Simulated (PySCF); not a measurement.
Compound: Si₂H₆.
Numbering: `[SiH3:1][SiH3:2]` (hydrogens: H3, H4, H5 on Si1; H6, H7, H8 on Si2)

The same species was optimised twice, with GFN2-xTB and with PBE0-D3(BJ)/def2-SVP (PySCF), and the same property calculations (PySCF, gas phase) were run on both structures.

```tsv
coordinate	GFN2-xTB	PBE0-D3(BJ)/def2-SVP	change
Si1–Si2 (Å)	2.305	2.344	+0.039
Si1–H4 (Å)	1.466	1.496	+0.030
Si1–H5 (Å)	1.466	1.496	+0.030
Si1–H3 (Å)	1.466	1.495	+0.029
Si2–H7 (Å)	1.466	1.496	+0.030
Si2–H8 (Å)	1.466	1.496	+0.030
Si2–H6 (Å)	1.466	1.495	+0.029
Si2–Si1–H4 (°)	112.5	109.7	-2.8
H3–Si1–H5 (°)	106.1	108.8	+2.7
H7–Si2–H8 (°)	106.2	108.7	+2.5
Si1–Si2–H7 (°)	112.3	109.8	-2.5
H4–Si1–H5 (°)	106.3	108.7	+2.4
Si1–Si2–H8 (°)	112.5	110.1	-2.4
H3–Si1–H4 (°)	106.3	108.7	+2.4
H6–Si2–H8 (°)	106.4	108.8	+2.4
```

Rotational constants: A = 45568, B = 5177, C = 5176 MHz (GFN2-xTB) against A = 42419, B = 5051, C = 5051 MHz (PBE0-D3(BJ)/def2-SVP). Point groups within 0.08 Å: D3d and D3d. Atoms that the bonding makes alike are paired by their places after alignment.

On the GFN2-xTB structure: HOMO (eV) -8.78 [PBE0/pcSseg-1]; LUMO (eV) 0.25 [PBE0/pcSseg-1]; GIAO shielding of Si1/Si2 (mean) (ppm) 469.3 [PBE0/pcSseg-1].

What do these properties become on the PBE0-D3(BJ)/def2-SVP structure?

```csv
property,level,on GFN2-xTB,on PBE0-D3(BJ)/def2-SVP,change
HOMO (eV),PBE0/pcSseg-1,-8.78,-8.48,+0.30
LUMO (eV),PBE0/pcSseg-1,0.25,0.37,+0.12
"energy, GFN2-xTB geometry as zero (kcal/mol)",PBE0/pcSseg-1,0.0,-1.6,-1.6
GIAO shielding of Si1/Si2 (mean) (ppm),PBE0/pcSseg-1,469.3,459.7,-9.6
```

The heavy atoms differ by 0.019 Å rms after alignment. Among all bonds Si1–Si2 changes most (+0.039 Å). Changes are differences of the printed values. Neither structure is proved a minimum here.
